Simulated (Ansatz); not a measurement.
**SiH3 (doublet): the correlation ladder at distance H1–H2 along a hydrogen transfer = 1.036 Å, cc-pVDZ**

Aim: climb from Hartree-Fock through coupled cluster and multireference methods for SiH3 (doublet) at one geometry and basis, and see what each rung misses.

The runs use Ansatz 0.2.0, Gaussian basis; cc-pVDZ, core rule «outside noble gas», up to 5 orbitals frozen.

Plan: UHF; CCSD(T) on ROHF; CCSD(T) on UHF; BCCD(T) on ROHF; CISD; CCSDT(Q) on ROHF; CCSDT(Q) on UHF; CCSDTQ on ROHF; CCSDTQ on UHF; CASSCF and MRCISD+Q, 3 electrons in 3 orbitals; CASSCF and NEVPT2, 3 electrons in 3 orbitals; CASSCF and MRCISD+Q, 7 electrons in 7 orbitals; CASSCF and NEVPT2, 7 electrons in 7 orbitals; Full CI.

## (1) The system

The geometry derives from fragments relaxed apart (PBE0/def2-TZVP) and kept rigid, so it is no stationary point. A hydrogen atom is moved between rigid fragments.

4 atoms, charge 0, spin multiplicity 2.

Atoms are counted from 1 here; the program's logs count them from 0.

Bond lengths: H2–Si3 1.488 Å, Si3–H4 1.532 Å. Angles: H2–Si3–H4 105.0°.

## (2) UHF

File in.yaml:

```yaml
crystal:
  periodic: [false, false, false]
  atoms:
    - {symbol: H, position_ang: [-2.406856, 0.047936, 0.000000]}
    - {symbol: H, position_ang: [-1.370856, 0.047936, 0.000000]}
    - {symbol: Si, position_ang: [0.117144, 0.047936, 0.000000]}
    - {symbol: H, position_ang: [0.513579, -1.431577, 0.000000]}
basis:
  gaussian: {orbitals: cc-pVDZ}
magnetization: {spin_polarized: true, initial_magnetization: 1}
hamiltonian: {xc: hf}
output: {orbitals: {seedname: orbitals}}
```

Run with:

```
> ansatz run in.yaml --threads 1 --pin off --events-out ev --progress --plain --max-ram 4096MiB --backend cpu
```

Further steps of the session: CCSD(T) on ROHF; CCSD(T) on UHF; BCCD(T) on ROHF; CISD; CCSDT(Q) on ROHF; CCSDT(Q) on UHF; CCSDTQ on ROHF; CCSDTQ on UHF; CASSCF and MRCISD+Q, 3 electrons in 3 orbitals; CASSCF and NEVPT2, 3 electrons in 3 orbitals; CASSCF and MRCISD+Q, 7 electrons in 7 orbitals; CASSCF and NEVPT2, 7 electrons in 7 orbitals; Full CI.

Before running them: what should the planned runs give, taken together? Wanted: FCI below the RHF energy; RMP2 from FCI; UMP2 from FCI; RCCSD from FCI; RCCSD(T) from FCI; UCCSD(T) from FCI; RCCSDT(Q) from FCI; UCCSDT(Q) from FCI; NEVPT2 pair from FCI.

The runs gave:

| quantity | value |
| --- | --- |
| FCI below the RHF energy | -4.0347 eV |
| RMP2 from FCI | +1111.1 meV |
| UMP2 from FCI | +1139.0 meV |
| RCCSD from FCI | +158.5 meV |
| RCCSD(T) from FCI | +38.9 meV |
| UCCSD(T) from FCI | +39.4 meV |
| RCCSDT(Q) from FCI | +0.9 meV |
| UCCSDT(Q) from FCI | +0.7 meV |
| NEVPT2 pair from FCI | +766.3 meV |
| MRCISD+Q pair from FCI | -10.2 meV |
| NEVPT2 valence from FCI | +671.4 meV |
| levels within 1 kcal/mol (43 meV) | RCCSD(T), UCCSD(T), BCCD(T), RCCSDT, UCCSDT, RCCSDT(Q), UCCSDT(Q), RCCSDTQ, UCCSDTQ, MRCISD+Q pair, MRCISD+Q valence |
| T1 diagnostic | 0.033 |
| effectively unpaired electrons | 1.21 |

RCCSD(T) misses by +38.9 meV, 1.0 % of the correlation energy. MRCISD+Q pair falls below full CI: the +Q correction isn't variational, and the cores differ from full CI's. The occupations show some static correlation. Of the multireference levels listed MRCISD+Q valence comes nearest in total energy (+8.9 meV), which doesn't show that its space is the better one. Coupled cluster took another determinant than the lowest Hartree-Fock one. These misses are within one basis, not against nature; the frozen cores of restricted and unrestricted runs differ, which can shift their rows.
